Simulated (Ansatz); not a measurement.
Start from InP in the zinc blende structure (space group F-43m, No. 216; a = 5.9595 Å).

Level of theory: DFT with PBE, PAW potentials and a 420 eV plane-wave cutoff in Ansatz (an electronic-structure program), no spin-orbit coupling.

Perturbation: full substitution P → As; the structure is relaxed again.

Measured lattice parameter a: InP 5.858 Å (static lattice; corrected from measurement; as listed in Daniel Mejia-Rodriguez, S. B. Trickey, Phys. Rev. B (2018)); InAs 6.047 Å (static lattice; corrected from measurement; as listed in Daniel Mejia-Rodriguez, S. B. Trickey, Phys. Rev. B (2018)).

How well does PBE reproduce the measured shift?

With PBE the lattice parameter a moves by +0.227 Å (5.960 → 6.186) against +0.189 Å measured.

No phonon test of stability was made. All final runs are without spin polarisation.
